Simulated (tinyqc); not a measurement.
Inside a calculation. Method: coupled-perturbed Hartree-Fock on RHF in the sto-6g basis, for LiH, spin multiplicity 1. One step of it, computed by the program tinyqc.

Question. Coupled step 2. U_ai = -(mu_ai + sum_bj [4 (ai|bj) - (ab|ij) - (aj|bi)] U_bj) / (e_a - e_i); alpha = -4 sum U_ai mu_ai.

U after step 1:
```
          i1         i2
a3  0.061804   2.040860
a4  0.000000   0.000000
a5  0.000000   0.000000
a6  0.044086  -1.120249
```

dipole integrals <a|z|i> (bohr):
```
           i1         i2
a3  -0.135126  -0.511447
a4   0.000000   0.000000
a5   0.000000   0.000000
a6  -0.127081   0.864598
```

orbital energies (hartree): MO1 -2.393270, MO2 -0.269205, MO3 0.076251, MO4 0.162067, MO5 0.162067, MO6 0.493020

Two-electron integrals over orbitals (pq|rs), unique and non-zero (hartree):
```
(11|11) 1.664900    (21|11) -0.103905   (21|21) 0.011667    (22|11) 0.346070
(22|21) 0.004796    (22|22) 0.477192    (31|11) -0.142952   (31|21) 0.011159
(31|22) -0.013671   (31|31) 0.023073    (32|11) 0.019111    (32|21) -0.002936
(32|22) -0.050292   (32|31) -0.000291   (32|32) 0.014256    (33|11) 0.398739
(33|21) -0.010077   (33|22) 0.217686    (33|31) 0.001356    (33|32) 0.009673
(33|33) 0.336864    (41|41) 0.010048    (42|41) 0.007204    (42|42) 0.022013
(43|41) 0.010283    (43|42) 0.019274    (43|43) 0.041496    (44|11) 0.396961
(44|21) -0.003701   (44|22) 0.260753    (44|31) -0.004756   (44|32) 0.007984
(44|33) 0.281996    (44|44) 0.313125    (51|51) 0.010048    (52|51) 0.007204
(52|52) 0.022013    (53|51) 0.010283    (53|52) 0.019274    (53|53) 0.041496
(54|54) 0.016875    (55|11) 0.396961    (55|21) -0.003701   (55|22) 0.260753
(55|31) -0.004756   (55|32) 0.007984    (55|33) 0.281996    (55|44) 0.279374
(55|55) 0.313125    (61|11) 0.068419    (61|21) -0.010076   (61|22) -0.007510
(61|31) -0.004565   (61|32) 0.002276    (61|33) 0.011591    (61|44) 0.001093
(61|55) 0.001093    (61|61) 0.011022    (62|11) -0.061673   (62|21) 0.003147
(62|22) 0.120093    (62|31) 0.002523    (62|32) -0.036116   (62|33) -0.017548
(62|44) -0.025221   (62|55) -0.025221   (62|61) -0.000019   (62|62) 0.127624
(63|11) 0.015644    (63|21) -0.002588   (63|22) -0.051507   (63|31) 0.004449
(63|32) 0.010447    (63|33) 0.035686    (63|44) 0.003461    (63|55) 0.003461
(63|61) 0.004127    (63|62) -0.032529   (63|63) 0.026067    (64|41) -0.006231
(64|42) -0.019371   (64|43) -0.013550   (64|64) 0.020116    (65|51) -0.006231
(65|52) -0.019371   (65|53) -0.013550   (65|65) 0.020116    (66|11) 0.363068
(66|21) 0.002057    (66|22) 0.447195    (66|31) -0.011219   (66|32) -0.043630
(66|33) 0.239827    (66|44) 0.266011    (66|55) 0.266011    (66|61) -0.004228
(66|62) 0.121989    (66|63) -0.043584   (66|66) 0.446314
```

Give: U after step 2; polarisability.

Answer.

U after step 2:
```
        i1       i2
a3  0.0606   2.3267
a4  0.0000   0.0000
a5  0.0000   0.0000
a6  0.0424  -1.0774
```

polarisability = 8.5402 bohr^3
